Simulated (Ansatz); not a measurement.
**CH₄AlF: basis-set convergence**

How large a basis does CH₄AlF need? Two functionals are run in growing sets.

The runs use Ansatz 0.2.0, Gaussian basis; one geometry, several basis sets.

The runs, in order: PBE0-D4/def2-SVP; ωB97M-V/def2-SVP; PBE0-D4/def2-QZVPP; ωB97M-V/def2-QZVPP; the functionals' def2-TZVPP values are taken from earlier runs.

**1. Structure used throughout**

All runs share one geometry, relaxed beforehand with PBE0-D4 in a triple-zeta def2 set.

SMILES `F[CH2][AlH2]`, 7 atoms, charge 0, spin multiplicity 1.

Atoms are counted from 1 here; the program's logs count them from 0.

Bond lengths: F1–C2 1.398 Å, C2–Al3 1.981 Å, C2–H4 1.099 Å, C2–H5 1.099 Å, Al3–H6 1.583 Å, Al3–H7 1.589 Å. Angles: F1–C2–Al3 112.4°, F1–C2–H4 107.7°, F1–C2–H5 107.7°, Al3–C2–H4 111.6°, Al3–C2–H5 111.6°, H4–C2–H5 105.5°, C2–Al3–H6 121.0°, C2–Al3–H7 117.1°, H6–Al3–H7 121.9°.

**2. PBE0-D4 in def2-SVP**

in.yaml

```yaml
crystal:
  periodic: [false, false, false]
  atoms:
    - {symbol: F, position_ang: [-1.743907, 0.315967, -0.650387]}
    - {symbol: C, position_ang: [-0.605982, -0.466850, -0.434289]}
    - {symbol: Al, position_ang: [0.816065, 0.518738, 0.529751]}
    - {symbol: H, position_ang: [-0.257224, -0.826606, -1.412127]}
    - {symbol: H, position_ang: [-0.918230, -1.365959, 0.114688]}
    - {symbol: H, position_ang: [0.606993, 2.023542, 0.974641]}
    - {symbol: H, position_ang: [2.163485, -0.266934, 0.832024]}
basis:
  gaussian: {orbitals: def2-SVP}
hamiltonian: {xc: pbe0, dispersion: d4}
output: {orbitals: {seedname: orbitals}}
```

Run with:

```sh
$ ansatz run in.yaml --threads 2 --pin off --events-out ev --progress --plain --max-ram 4352MiB
```

Log:

```text
Functional definition: PBE0
  name "PBE0"
  cite "Adamo & Barone, J. Chem. Phys. 110, 6158 (1999) doi:10.1063/1.478522"
  cite "Perdew, Burke & Ernzerhof, Phys. Rev. Lett. 77, 3865 (1996) doi:10.1103/PhysRevLett.77.3865"
  parent pbe
  parameter a = 0.25
  parameter kappa = 0.804
  parameter beta = 0.06672455060314922
  exchange = (1 - a)*pbe_x(kappa = kappa, mu = beta*pi^2/3) + a*exact_x
  correlation = pbe_c(beta = beta)
764 factors; their error is unknown
mean field evaluation 1: about -10400.4541 eV, gradient 3.0e1 eV
mean field evaluation 2: about -10400.4594 eV, gradient 3.0e1 eV
mean field evaluation 4: about -10402.6017 eV, gradient 2.6e-1 eV
mean field evaluation 8: about -10402.6016 eV, gradient 5.0e-2 eV
mean field evaluation 16: about -10402.7083 eV, gradient 9.5e-6 eV
mean field -10402.70832393 eV, -382.2924796953 hartree, gradient 9.5e-6 eV, S^2 0.000000; 0 other end points of the search recorded, 0 dependent functions left out
reference -10402.70835032 eV, -382.2924806654 hartree; 16, 16 occupied and 50, 50 virtual orbitals, 764 factors
Total energy: -10402.77931263 eV, -382.2950884820 hartree
```

Wall time 0.7 s (2 threads of Arm Neoverse V1, shared host).

**3. ωB97M-V in def2-SVP**

in.yaml, as its differences from that of step 2:

```diff
@@ -12,3 +12,3 @@
   gaussian: {orbitals: def2-SVP}
-hamiltonian: {xc: pbe0, dispersion: d4}
+hamiltonian: {xc: {name: wB97M-V}}
 output: {orbitals: {seedname: orbitals}}
```

Same command.

Log, shortened:

```text
Functional definition: wB97M-V
  name "wB97M-V"
  cite "Mardirossian & Head-Gordon, J. Chem. Phys. 144, 214110 (2016) doi:10.1063/1.4952647"
  cite "Becke, J. Chem. Phys. 107, 8554 (1997) doi:10.1063/1.475007"
  cite "Vydrov & Van Voorhis, J. Chem. Phys. 133, 244103 (2010) doi:10.1063/1.3521275"
  # Of w^i u^j: cxij and so on, Table III.
[...]
  gx(w, u) = 1 - cx + cx01*u + cx10*w
  gss(w, u) = css00 + css04*u^4 + css10*w + css20*w^2 + css43*w^4*u^3
  gos(w, u) = cos00 + cos10*w + (cos20 + cos21*u)*w^2 + (cos60 + cos61*u)*w^6
[...]
      + integral(e_c_pw_mod_opposite_spin*gos(b97_w_opposite, b97_u_opposite)) + vv10(b, c)
745 factors; their error is unknown
197 factors; integrals over basis functions are off by at most 1.2e-5 eV
[...]
mean field -10407.80100489 eV, -382.4796322688 hartree, gradient 3.0e-5 eV, S^2 0.000000; 0 other end points of the search recorded, 0 dependent functions left out
reference -10407.80104784 eV, -382.4796338473 hartree; 16, 16 occupied and 50, 50 virtual orbitals, 745 factors
Total energy: -10407.80104784 eV, -382.4796338473 hartree
```

It took 3 s on 2 threads of Arm Neoverse V1, shared host.

**4. PBE0-D4 in def2-QZVPP**

in.yaml, as its differences from that of step 3:

```diff
@@ -11,4 +11,4 @@
 basis:
-  gaussian: {orbitals: def2-SVP}
-hamiltonian: {xc: {name: wB97M-V}}
+  gaussian: {orbitals: "def2-QZVPP.json"}
+hamiltonian: {xc: pbe0, dispersion: d4}
 output: {orbitals: {seedname: orbitals}}
```

Same command.

Log:

```text
Functional definition: PBE0
  name "PBE0"
  cite "Adamo & Barone, J. Chem. Phys. 110, 6158 (1999) doi:10.1063/1.478522"
  cite "Perdew, Burke & Ernzerhof, Phys. Rev. Lett. 77, 3865 (1996) doi:10.1103/PhysRevLett.77.3865"
  parent pbe
  parameter a = 0.25
  parameter kappa = 0.804
  parameter beta = 0.06672455060314922
  exchange = (1 - a)*pbe_x(kappa = kappa, mu = beta*pi^2/3) + a*exact_x
  correlation = pbe_c(beta = beta)
1019 factors; their error is unknown
mean field evaluation 1: about -10406.7954 eV, gradient 3.9e1 eV
mean field evaluation 2: about -10406.1080 eV, gradient 4.2e1 eV
mean field evaluation 4: about -10410.0942 eV, gradient 1.4e0 eV
mean field evaluation 8: about -10410.1017 eV, gradient 2.4e-2 eV
mean field -10410.10165212 eV, -382.5641794949 hartree, gradient 1.4e-5 eV, S^2 0.000000; 0 other end points of the search recorded, 0 dependent functions left out
reference -10410.10169151 eV, -382.5641809425 hartree; 16, 16 occupied and 288, 288 virtual orbitals, 1019 factors
Total energy: -10410.17265381 eV, -382.5667887592 hartree
```

Wall time 4.3 s (2 threads of Arm Neoverse V1, shared host); peak memory 0.74 GiB.

**5. ωB97M-V in def2-QZVPP**

in.yaml, as its differences from that of step 4:

```diff
@@ -12,3 +12,3 @@
   gaussian: {orbitals: "def2-QZVPP.json"}
-hamiltonian: {xc: pbe0, dispersion: d4}
+hamiltonian: {xc: {name: wB97M-V}}
 output: {orbitals: {seedname: orbitals}}
```

Launched as before.

Log, shortened:

```text
Functional definition: wB97M-V
  name "wB97M-V"
  cite "Mardirossian & Head-Gordon, J. Chem. Phys. 144, 214110 (2016) doi:10.1063/1.4952647"
  cite "Becke, J. Chem. Phys. 107, 8554 (1997) doi:10.1063/1.475007"
  cite "Vydrov & Van Voorhis, J. Chem. Phys. 133, 244103 (2010) doi:10.1063/1.3521275"
  # Of w^i u^j: cxij and so on, Table III.
[...]
  gx(w, u) = 1 - cx + cx01*u + cx10*w
  gss(w, u) = css00 + css04*u^4 + css10*w + css20*w^2 + css43*w^4*u^3
  gos(w, u) = cos00 + cos10*w + (cos20 + cos21*u)*w^2 + (cos60 + cos61*u)*w^6
[...]
      + integral(e_c_pw_mod_opposite_spin*gos(b97_w_opposite, b97_u_opposite)) + vv10(b, c)
976 factors; their error is unknown
260 factors; integrals over basis functions are off by at most 1.2e-5 eV
[...]
mean field -10415.33347011 eV, -382.7564452600 hartree, gradient 6.1e-5 eV, S^2 0.000000; 0 other end points of the search recorded, 0 dependent functions left out
reference -10415.33353488 eV, -382.7564476403 hartree; 16, 16 occupied and 288, 288 virtual orbitals, 976 factors
Total energy: -10415.33353488 eV, -382.7564476403 hartree
```

It took 11 s on 2 threads of Arm Neoverse V1, shared host; peak memory 0.89 GiB.

**6. Functionals by basis**

The def2-TZVPP values come from earlier runs at the same geometry.

```csv
functional,basis,functions,energy (eV),from the largest (eV),HOMO (eV),LUMO (eV)
PBE0-D4,def2-SVP,66,-10402.7793,7.393,-7.71,-1.58
PBE0-D4,def2-TZVPP,160,-10409.7497,0.423,-7.84,-1.60
PBE0-D4,def2-QZVPP,304,-10410.1727,0.000,-7.87,-1.63
ωB97M-V,def2-SVP,66,-10407.8010,7.532,-9.97,0.10
ωB97M-V,def2-TZVPP,160,-10414.9229,0.411,-10.12,-0.01
ωB97M-V,def2-QZVPP,304,-10415.3335,0.000,-10.15,-0.17
```

**7. Outcome**

| quantity | value |
| --- | --- |
| PBE0-D4: double and triple zeta above quadruple | 7.39, 0.42 eV |
| ωB97M-V: double and triple zeta above quadruple | 7.53, 0.41 eV |

What this shows: For PBE0-D4 the step from double to triple zeta gains 6.97 eV and the next only 0.42 eV. These are total energies; as a rule much of such shifts cancels in differences, which this series doesn't test.

For PBE0-D4 the largest set took about 6 times as long as the smallest (4.3 s against 0.7 s).
